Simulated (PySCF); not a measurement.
Gas-phase reaction: BClF + BH2F ⇌ BH2Cl + BF2

Method: PySCF energies (xtb for GFN2) plus ideal-gas RRHO corrections (1 bar). † marks an energy on the PBE0/def2-TZVP geometry and frequencies; other levels use their own. MP2 and CCSD(T) freeze the core. 6-31G* has spherical d functions here. Open shells (unrestricted): BClF (multiplicity 2), BF2 (multiplicity 2); the rest are closed-shell singlets. GFN2 has no spin-polarisation term. B3LYP is the form with VWN-RPA correlation. BH2F, BH2Cl: computed as isolated molecules; such fragments, hydroxides, amides, oligomers or adducts are transient or little studied in the gas. MP2 isn't extrapolated to the basis-set limit; its ΔH°(298 K) is -6.7 kJ in def2-SVP and -10.5 kJ in def2-TZVPP. CCSD(T) isn't extrapolated to the basis-set limit; its ΔH°(298 K) is -4.8 kJ in def2-SVP and -8.4 kJ in def2-TZVPP. The harmonic model lacks anharmonicity and excited electronic states, which grow with temperature; levels with a mode under 35 cm⁻¹ are left out.

```tsv
level	ΔE electronic, kJ	ΔH°(298 K), kJ	ΔS°(298 K), J/K	ΔG°(1800 K), kJ
B3LYP/6-31G*	-3	-4	-6	6
CCSD(T)/def2-SVP†	-4	-5	-6	5
CCSD(T)/def2-TZVPP†	-8	-8	-6	2
GFN2-xTB	9	9	-6	20
M06-2X/def2-TZVP†	-10	-11	-6	0
MP2/def2-SVP†	-6	-7	-6	4
PBE/def2-SVP	-1	-2	-6	8
PBE/def2-TZVP†	-6	-7	-6	4
PBE0/def2-TZVP	-8	-8	-6	2
LDA/def2-TZVP†	-8	-8	-6	2
ωB97X-V/def2-TZVP†	-6	-7	-6	3
```
ΔH° is lowest at M06-2X/def2-TZVP† and highest at GFN2-xTB. No reference value is set beside these.
